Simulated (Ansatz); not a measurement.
# AlBHS (sextet): wave-function methods side by side, cc-pVDZ

Aim: climb from Hartree-Fock through coupled cluster and multireference methods for AlBHS (sextet) at one geometry and basis, and see what each rung misses.

The runs use Ansatz 0.2.0, Gaussian basis; cc-pVDZ, core rule «outside noble gas», up to 11 orbitals frozen.

Plan: UHF; CCSD(T) on ROHF; CCSD(T) on UHF; BCCD(T) on ROHF; CISD as a restricted active space (open shells left free, so some higher excitations enter); CCSDT(Q) on ROHF; CCSDT(Q) on UHF; CASSCF and MRCISD+Q, 13 electrons in 11 orbitals; CASSCF and NEVPT2, 13 electrons in 11 orbitals.

17 further runs of the same task are left out: 5 that didn't finish, 12 set aside as unsound or not needed. Runs told in other sessions of the task aren't counted.

### 1 The system

The geometry is a PBE0/def2-TZVP stationary point (not a proven minimum) of the parent state, kept for this charge and spin.

4 atoms, charge 0, spin multiplicity 6.

Atoms are counted from 1 here; the program's logs count them from 0.

Bond lengths: Al1–S2 2.322 Å, Al1–B3 2.086 Å, S2–B3 1.759 Å, B3–H4 1.184 Å. Angles: S2–Al1–B3 46.7°, Al1–S2–B3 59.6°, Al1–B3–S2 73.8°, Al1–B3–H4 142.4°, S2–B3–H4 143.8°.

### 2 UHF

Input file in.yaml:

```yaml
crystal:
  periodic: [false, false, false]
  atoms:
    - {symbol: Al, position_ang: [0.000000, 0.182013, 1.306388]}
    - {symbol: S, position_ang: [0.000000, 0.338637, -1.010374]}
    - {symbol: B, position_ang: [0.000000, -1.234666, -0.224295]}
    - {symbol: H, position_ang: [0.000000, -2.402343, -0.422520]}
basis:
  gaussian: {orbitals: cc-pVDZ}
magnetization: {spin_polarized: true, initial_magnetization: 5}
hamiltonian: {xc: hf}
output: {orbitals: {seedname: orbitals}}
```

Command:

```console
$ ansatz run in.yaml --threads 1 --pin off --events-out ev --progress --plain --max-ram 2393MiB
```

Further steps of the session: CCSD(T) on ROHF; CCSD(T) on UHF; BCCD(T) on ROHF; CISD as a restricted active space (open shells left free, so some higher excitations enter); CCSDT(Q) on ROHF; CCSDT(Q) on UHF; CASSCF and MRCISD+Q, 13 electrons in 11 orbitals; CASSCF and NEVPT2, 13 electrons in 11 orbitals.

Q: Predict the results of all the runs planned. Wanted: UCCSDT(Q) from the RHF energy; RMP2 from UCCSDT(Q); UMP2 from UCCSDT(Q); RCCSD from UCCSDT(Q); RCCSD(T) from UCCSDT(Q); UCCSD(T) from UCCSDT(Q); RCCSDT(Q) from UCCSDT(Q); MRCISD+Q frontier from UCCSDT(Q); T1 diagnostic.

**Answer**, as computed:

```
                         quantity                      value
    UCCSDT(Q) from the ROHF energy                 -6.7271 eV
              RMP2 from UCCSDT(Q)                +1181.0 meV
              UMP2 from UCCSDT(Q)                +1204.8 meV
             RCCSD from UCCSDT(Q)                 +256.0 meV
          RCCSD(T) from UCCSDT(Q)                  +50.2 meV
          UCCSD(T) from UCCSDT(Q)                  +49.7 meV
         RCCSDT(Q) from UCCSDT(Q)                   +1.8 meV
 MRCISD+Q frontier from UCCSDT(Q)                 +105.6 meV
levels within 1 kcal/mol (43 meV)  RCCSDT, UCCSDT, RCCSDT(Q)
                    T1 diagnostic                      0.027
```

**Reading.** RCCSD(T) lands +50.2 meV from the yardstick (0.7 % of the correlation energy). These misses are within one basis, not against nature; the frozen cores of restricted and unrestricted runs differ, which can shift their rows.

With open shells the CI space here admits some higher excitations, so it is larger than plain CISD.
